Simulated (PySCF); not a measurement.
Two structures of CH6BN, singlet, reached by relaxing down either side of one saddle point (PBE0-D4/def2-TZVP). Energies are electronic, without zero-point energy. Computed with PySCF 2.14 with density fitting (its default auxiliary sets; JK sets also for MP2 and CCSD(T)) (basis: def2-TZVPP and def2-QZVPP); correlated methods freeze the cores. Extrapolation: Hartree–Fock as exp(−7.88 √X), correlation as X^−2.97. First:

```
9
angstrom
B -0.5061 0.2332 0.1867
N 0.3454 1.1407 0.8095
C 0.0366 -0.9511 -0.6863
H -0.3115 -1.9098 -0.2866
H -1.6867 0.3952 0.3463
H 1.3483 1.0918 0.7382
H 0.0178 1.9062 1.3724
H -0.3695 -0.8930 -1.7019
H 1.1273 -0.9927 -0.7611
```

Second:

| atom | x (Å) | y (Å) | z (Å) |
| --- | --- | --- | --- |
| B1 | -0.4685 | 0.3787 | -0.2966 |
| N2 | 0.5029 | 0.3818 | 0.9833 |
| C3 | -0.3715 | -0.7637 | -1.1335 |
| H4 | 1.0458 | -0.4780 | 0.9703 |
| H5 | -1.1327 | 1.3763 | -0.3278 |
| H6 | 1.1473 | 1.1684 | 0.9745 |
| H7 | -0.0138 | 0.4225 | 1.8580 |
| H8 | -0.9714 | -0.8893 | -2.0291 |
| H9 | 0.3038 | -1.6009 | -0.9500 |

(1) Which bonds change from the first to the second?

(2) Give the saddle point's structure and its height above each. (To be estimated.)

T1 diagnostic: at most 0.013.

Answers

(1) CH₆BN ([CH3][BH][NH2]) → CH₃B ([BH][CH2]) + NH₃ (still joined by a long B–N bond); bonds formed: N2–H4; bonds broken: C3–H4; bonds weakened to dative contacts: B1–N2.

(2) The calculation gives: 3.380 eV above the first and 1.327 eV above the second (CCSD(T) at an estimated basis limit (MP2 extrapolated from triple and quadruple zeta, plus CCSD(T) − MP2 in triple zeta)).
```tsv
atom	x (Å)	y (Å)	z (Å)
B1	-0.5540	0.3797	-0.2199
N2	0.4469	0.6041	0.9539
C3	-0.0871	-0.7552	-0.9998
H4	0.1835	-0.6052	0.5354
H5	-1.6476	0.8487	-0.1306
H6	1.3690	0.9661	0.7598
H7	0.0802	0.9345	1.8316
H8	-0.7462	-1.3055	-1.6629
H9	0.9554	-1.0674	-1.0674
```

Labels in which every atom is bracketed show which atoms are joined, not bond orders.

For scale, one of the runs: CCSD(T)/def2-TZVPP, 177 basis functions, launched by `OMP_NUM_THREADS=4 python run.py`. Hardware: 4 CPU threads of an Arm Neoverse V1, shared host. Wall time 2.9 min; peak host memory 1.5 GiB.
